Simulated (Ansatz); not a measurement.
Basis-set extrapolation for `BCS` (PBE0-D4/def2-TZVP geometry, frozen core, Ansatz 0.2.0). Multiplicity 1, RHF reference.

|  | def2-TZVPP | def2-QZVPP |
| --- | --- | --- |
| HF | -463.004275 | -463.019030 |
| MP2 correlation | -0.455803 | -0.489162 |
| CCSD(T) correlation | -0.520620 | not run |

Energies in hartree. Use E(X) = E(∞) + A·exp(−7.88·√X) for Hartree–Fock and E(X) = E(∞) + B·X^(−2.97) for correlation, with X = 3 and 4, and add CCSD(T) minus MP2 of the smaller set to the MP2 limit.

Task: What is the CCSD(T) energy at the basis-set limit?

Result: HF limit: -463.019030 + (-0.014755) × 0.13774 = -463.02106. MP2 limit: -0.489162 + (-0.033359) × 0.74074 = -0.51387. Higher-order term: -0.520620 − (-0.455803) = -0.06482. Total: -463.59975 hartree, 196.5 kJ/mol below CCSD(T)/def2-TZVPP.
